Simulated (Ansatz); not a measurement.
Si₂Cl. Total charge 0; doublet. Geometry r2SCAN-D4/def2-TZVP, basis def2-TZVP, Ansatz.

Cartesian coordinates in Å:
```
Si -0.0079 0.0067 0.0303
Si 0.5422 -0.4497 -1.9832
Cl -0.5343 0.4430 1.9529
```

| run | HOMO (eV) | LUMO (eV) |
| --- | --- | --- |
| A | -8.12 | -1.53 |
| B | -5.83 | -3.83 |
| C | -4.97 | -4.69 |
| D | -5.45 | -4.21 |
| E | -5.61 | -4.07 |
| F | -6.89 | -2.75 |

LC-ωPBE has ω = 0.4 bohr⁻¹. B3LYP takes the VWN-RPA correlation. HSE06 is defined as in plane-wave codes, on full-range PBE exchange. The structure comes from a short search, and lower isomers may exist.

HOMO and LUMO are taken over both spins.

**Question.** The runs used B3LYP, CAM-B3LYP, HSE06, LC-ωPBE, PBE, PBE0. Estimate which is which.

**Answer.** A LC-ωPBE (range-separated); B PBE0 (25 % exact exchange); C PBE (0 % exact exchange); D HSE06 (range-separated); E B3LYP (20 % exact exchange); F CAM-B3LYP (range-separated). Exact exchange lowers occupied and raises empty levels; among semilocal functionals meta-GGAs tend to open the gap a little, and such runs are hard to tell apart. The gap grows from 0.28 eV (PBE) to 6.59 eV (LC-ωPBE).
